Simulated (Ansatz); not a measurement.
A made-up structure of CH₄BSi, doublet:

```
7
angstrom
B -1.2988 -0.1451 -0.9444
C -0.1251 -0.0126 -0.0917
Si 1.2362 0.1386 0.8988
H -2.4035 -0.1441 -0.4713
H -1.1820 -0.2585 -2.1351
H 0.0763 -0.2194 0.9282
H 2.4118 0.9604 0.5353
```

It is relaxed with PBE-D4/def2-SVP and then PBE0-D4/def2-TZVP (Ansatz 0.2.0). Atoms count as bonded within 1.22 times the sum of their covalent radii (H–H: 0.88 Å). The end point is not checked to be a true minimum.

Does its bonding change? (A judgement: the text doesn't fix the answer.)

By the calculation: Yes. Formed: none; broken: Si3–H6.

Where it ends: The first stage lowers the energy by 4.14 eV in 18 steps. It ends as CH₄BSi ([BH2][CH][SiH]):
B1  (-0.958, 0.039, -0.709)
C2  (-0.306, -0.305, 0.602)
Si3  (1.350, 0.177, 0.561)
H4  (-2.117, -0.211, -0.903)
H5  (-0.340, 0.571, -1.593)
H6  (-0.790, -0.782, 1.444)
H7  (1.876, 0.829, -0.682)
(Å)

Labels in which every atom is bracketed show which atoms are joined, not bond orders.

For scale, one of the runs: PBE0-D4/def2-TZVP relaxation, 123 basis functions, launched by `ansatz run in.yaml --threads 2 --pin off --events-out ev --progress --plain --max-ram 4352MiB`. Hardware: 2 CPU threads of an Arm Neoverse V1, shared host. Wall time about 20 s.
